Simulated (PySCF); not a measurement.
2-butenal, C4H6O.
Numbering: `[CH3:1]/[CH:2]=[CH:3]/[CH:4]=[O:5]` (hydrogens: H6, H7, H8 on C1; H9 on C2; H10 on C3; H11 on C4)

The same species was optimised twice, with GFN2-xTB and with PBE0-D3(BJ)/def2-SVP (PySCF), and the same property calculations (PySCF, gas phase) were run on both structures.

| coordinate | GFN2-xTB | PBE0-D3(BJ)/def2-SVP | change |
| --- | --- | --- | --- |
| C2–H9 (Å) | 1.084 | 1.099 | +0.015 |
| C4–H11 (Å) | 1.110 | 1.124 | +0.014 |
| C3–H10 (Å) | 1.082 | 1.095 | +0.013 |
| C1–H8 (Å) | 1.090 | 1.103 | +0.013 |
| C1–H7 (Å) | 1.090 | 1.103 | +0.013 |
| C1–H6 (Å) | 1.087 | 1.099 | +0.012 |
| C3–C4 (Å) | 1.456 | 1.467 | +0.011 |
| C2=C3 (Å) | 1.334 | 1.342 | +0.008 |
| C1–C2 (Å) | 1.484 | 1.485 | +0.001 |
| C4=O5 (Å) | 1.205 | 1.206 | +0.001 |
| C3–C2–H9 (°) | 119.2 | 117.4 | -1.8 |
| C2–C3–C4 (°) | 122.5 | 121.1 | -1.4 |
| C1–C2–C3 (°) | 125.0 | 126.0 | +1.0 |
| H7–C1–H8 (°) | 107.1 | 106.2 | -0.9 |
| C2–C3–H10 (°) | 121.4 | 122.2 | +0.8 |
| C2–C1–H6 (°) | 111.3 | 112.0 | +0.7 |
| C2–C1–H7 (°) | 109.9 | 110.6 | +0.7 |
| C1–C2–H9 (°) | 115.8 | 116.5 | +0.7 |
| C2–C3–C4–O5 (°) | 180 | -178 | +2 |

Rotational constants: A = 33214, B = 2201, C = 2091 MHz (GFN2-xTB) against A = 33020, B = 2183, C = 2074 MHz (PBE0-D3(BJ)/def2-SVP). Point groups within 0.08 Å: Cs and Cs.

On the GFN2-xTB structure: HOMO (eV) -7.34 [PBE0/pcSseg-1]; LUMO (eV) -1.58 [PBE0/pcSseg-1]; dipole (D) 4.10 [PBE0/pcSseg-1]; GIAO shielding of C1 (ppm) 163.7 [PBE0/pcSseg-1]; GIAO shielding of C2 (ppm) 25.1 [PBE0/pcSseg-1]; GIAO shielding of C3 (ppm) 44.8 [PBE0/pcSseg-1]; GIAO shielding of C4 (ppm) -9.1 [PBE0/pcSseg-1]; GIAO shielding of O5 (ppm) -357.2 [PBE0/pcSseg-1].

Q: What do these properties become on the PBE0-D3(BJ)/def2-SVP structure?

A: 
| property | level | on GFN2-xTB | on PBE0-D3(BJ)/def2-SVP | change |
| --- | --- | --- | --- | --- |
| HOMO (eV) | PBE0/pcSseg-1 | -7.34 | -7.36 | -0.02 |
| LUMO (eV) | PBE0/pcSseg-1 | -1.58 | -1.59 | -0.01 |
| dipole (D) | PBE0/pcSseg-1 | 4.10 | 4.08 | -0.02 |
| energy, GFN2-xTB geometry as zero (kcal/mol) | PBE0/pcSseg-1 | 0.0 | -0.3 | -0.3 |
| GIAO shielding of C1 (ppm) | PBE0/pcSseg-1 | 163.7 | 162.4 | -1.3 |
| GIAO shielding of C2 (ppm) | PBE0/pcSseg-1 | 25.1 | 22.7 | -2.4 |
| GIAO shielding of C3 (ppm) | PBE0/pcSseg-1 | 44.8 | 42.3 | -2.5 |
| GIAO shielding of C4 (ppm) | PBE0/pcSseg-1 | -9.1 | -9.9 | -0.8 |
| GIAO shielding of O5 (ppm) | PBE0/pcSseg-1 | -357.2 | -357.3 | -0.1 |

The heavy atoms differ by 0.020 Å rms after alignment. Among all bonds C2–H9 and C4–H11 change most and about equally (+0.014 to +0.015 Å). Changes are differences of the printed values. Neither structure is proved a minimum here.

The values belong to the conformer `[CH3:1]/[CH:2]=[CH:3]/[CH:4]=[O:5]`: C2–C3–C4–O5 -178°.
